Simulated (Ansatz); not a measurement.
Mulliken charges of C2H3NS (`SC1=NC1`) from B3LYP/def2-TZVPP in Ansatz (PBE0-D4/def2-TZVP geometry).

```csv
atom,x (Å),y (Å),z (Å),charge (e)
S1,-1.586,-0.741,-1.080,-0.033
C2,-0.218,-0.523,-0.077,0.064
N3,0.553,-1.193,0.648,-0.206
C4,0.792,0.306,0.529,-0.134
H5,-1.692,0.553,-1.421,0.115
H6,0.552,0.910,1.401,0.097
H7,1.659,0.620,-0.046,0.097
```

Problem. By hand: the dipole of these point charges (1 e Å = 4.8032 D).

Solution. Σ q r = (-0.162, 0.408, -0.206) e Å, of length 0.485 e Å = 2.33 D.

Problem. How does the dipole of the full density compare? (Best estimate.)

Solution. Ansatz gave: (-0.234, 0.506, -0.281) e Å, 3.00 D; the point charges give 0.78 times that, at 3° from its direction.

Point charges leave out the atoms' own dipoles, such as those of lone pairs, and Mulliken's split depends on the basis, so the two needn't agree.

B3LYP here is the variant with VWN-RPA as its local correlation; programs differ in this.
